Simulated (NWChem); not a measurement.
Species: hydrogen fluoride (HF); SMILES F

Computed with NWChem. Pople sets run with spherical d functions. Each level has its own optimisation. Computed dipoles belong to the equilibrium geometry; the measured one is vibrationally averaged.

Measured dipole moment: 1.82 D (NIST CCCBDB, as tabulated in the package chemicals).

| level | dipole moment (D) | computed − measured |
|---|---|---|
| BP86/def2-TZVP | 1.90 | +0.08 |
| B3LYP/def2-TZVP | 1.93 | +0.11 |
| BLYP/def2-SVP | 1.80 | -0.02 |
| Hartree-Fock/6-31G* | 1.97 | +0.15 |
| B3LYP/6-31G* | 1.86 | +0.04 |
